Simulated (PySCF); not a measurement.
An unknown is described by computed data only.

Elements present: C, F and H. Monoisotopic mass: 94.0594 u.

* 1H NMR: chemical shifts (computed TMS as zero) by class: 4.84 (2 H), 4.71 (2 H), 1.72 (1 H), 1.01 (3 H) ppm [GIAO PBE0/pcSseg-1]
* Polarisability: 51.5 au [PBE0/def2-SVPD]
* UV, first state: lowest singlet excitation: 8.66 eV (143 nm, f = 0.037) [TDDFT PBE0/def2-SVPD]
* Triplet: lowest triplet excitation (Tamm–Dancoff): 8.42 eV [TDA PBE0/def2-SVPD]
* Rotational structure: rotational constants A, B, C: 4.358, 2.668, 1.978 GHz [GFN2-xTB]
* NMR, other nuclei: isotropic shieldings of nuclei other than C and H, by class: 432 (2 F) ppm [GIAO PBE0/pcSseg-1]
* Dipole: 2.02 D [PBE0/def2-SVPD]
* 13C NMR: chemical shifts (computed TMS as zero) by class: 85.2 (2 C), 40.8 (1 C), 12.7 (1 C) ppm [GIAO PBE0/pcSseg-1]

Gas-phase values; electronic properties from PySCF, density fitting. Levels stand in brackets. One conformer (not necessarily the lowest) at the GFN2-xTB geometry, without solvent, vibrations or thermal averaging. NMR classes are plain means over equivalent atoms (diastereotopic ones count apart unless rotation or inversion swaps them), as if these changed places fast.

Problem. Which formula fits the mass and the elements?

Solution. C4H8F2 (calculated 94.0594). No other formula that holds each of these elements comes within 0.0003 u with a fitting electron parity and a possible valence count.

Problem. Propose a structure and show how it fits.

Solution. Numbering: `[CH3:1][CH:2]([CH2:3][F:4])[CH2:5][F:6]`. Its formula, C4H8F2, gives 0 degrees of unsaturation, so no ring and no π bond. 4 carbons fall into 3 classes; from least to most shielded: sp3 C–F carbon [C3/C5] (85.2 ppm, 2 C), sp3 CH carbon [C2] (40.8 ppm), methyl carbon [C1] (12.7 ppm). Hydrogen classes from least to most shielded: 2 H on 2 sp3 C–F carbons, C3/C5 (4.84 ppm, a mean of values up to 0.6 ppm apart in this geometry), 2 H on 2 sp3 C–F carbons, C3/C5 (4.71 ppm), 1 H on an sp3 CH carbon, C2 (1.72 ppm), 3 H on a methyl carbon, C1 (1.01 ppm). The other shieldings belong to: 432 ppm, alkyl fluorine [F4/F6]. The optimised geometry has point group C1 and is an asymmetric top. Structure: `CC(CF)CF`. Computed isomers that give other values at the same levels: `CCCC(F)F` (rotational constant A: 7.933 GHz; this holds for the one conformer computed); `CCC(C)(F)F` (rotational constant A: 4.782 GHz; this holds for the one conformer computed); `CC(C)C(F)F` (13C chemical shifts (computed TMS as zero) by class: 124.8 (1 C), 37.5 (1 C), 16.2 (2 C) ppm). The assignments are read from this structure; whether some other isomer fits the data as well wasn't checked.

Shape of the structure used: `[CH3:1][CH:2]([CH2:3][F:4])[CH2:5][F:6]`: C1–C2–C3–F4 -57°, C1–C2–C5–F6 -170°.
